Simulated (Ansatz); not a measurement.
**AlH₄+ (singlet): wave-function methods side by side at distance H2–H3 = 0.770 Å, cc-pVDZ**

An exercise on one series of results from a longer session: the logs are not shown, and one member is left open.

Computed with Ansatz 0.2.0, Gaussian basis. Level: cc-pVDZ, core rule «outside noble gas», up to 5 orbitals frozen.

To be run: UHF; CCSD(T) on RHF; BCCD(T) on RHF; CISD; CCSDT(Q) on RHF; CASSCF and MRCISD+Q, 2 electrons in 2 orbitals; CASSCF and NEVPT2, 2 electrons in 2 orbitals; Full CI.

52 further runs of the same task are left out: 33 for a known fault of the program, 1 for a mislabelled method, 13 that didn't finish, 5 set aside as unsound or not needed.

## The system

The geometry derives from a PBE0/def2-TZVP stationary point (not a proven minimum). One bond is set to the value named and the two fragments are kept rigid.

5 atoms, charge 1, spin multiplicity 1.

Atoms are counted from 1 here; the program's logs count them from 0.

Bond lengths: Al1–H4 1.552 Å, Al1–H5 1.552 Å, H2–H3 0.770 Å. Angles: H4–Al1–H5 164.0°.

Set-up of the first run:

File in.yaml:

```yaml
crystal:
  periodic: [false, false, false]
  atoms:
    - {symbol: Al, position_ang: [0.000000, 0.000000, -0.118619]}
    - {symbol: H, position_ang: [0.000000, -0.384792, 1.922431]}
    - {symbol: H, position_ang: [0.000000, 0.384794, 1.922430]}
    - {symbol: H, position_ang: [0.000000, 1.536935, -0.334772]}
    - {symbol: H, position_ang: [0.000000, -1.536935, -0.334770]}
basis:
  gaussian: {orbitals: cc-pVDZ}
total_charge: 1
magnetization: {spin_polarized: true, initial_magnetization: 0}
hamiltonian: {xc: hf}
output: {orbitals: {seedname: orbitals}}
```

Launch:

```console
$ ansatz run in.yaml --threads 1 --pin off --events-out ev --progress --plain --max-ram 2393MiB
```

Steps of the session up to this table: UHF; CCSD(T) on RHF; BCCD(T) on RHF; CISD; CCSDT(Q) on RHF; CASSCF and MRCISD+Q, 2 electrons in 2 orbitals; CASSCF and NEVPT2, 2 electrons in 2 orbitals; Full CI.

One table of the session follows, with a row left open; its other results are not shown here.

```
     method  from FCI (meV)
        RHF         +2892.5
       RMP2          +724.1
       CISD          +135.4
      RCCSD           +33.3
   RCCSD(T)            +9.1
    BCCD(T)            +8.9
     RCCSDT            +0.9
  RCCSDT(Q)            +0.2
CASSCF pair         +2413.0
NEVPT2 pair               ?
        FCI               0
```

**Question.** Estimate the row for NEVPT2 pair.

The run gave: from FCI (meV): +688.9. In the column «from FCI (meV)» it lies between CISD (+135.4) and RMP2 (+724.1).

Not comparable, so not listed: CASSCF and MRCISD+Q, 2 electrons in 2 orbitals (they don't share determinant, frozen orbitals or solution with the rows shown, or repeat one).

Caveats from the session: Warnings in the runs' records: passed over end.
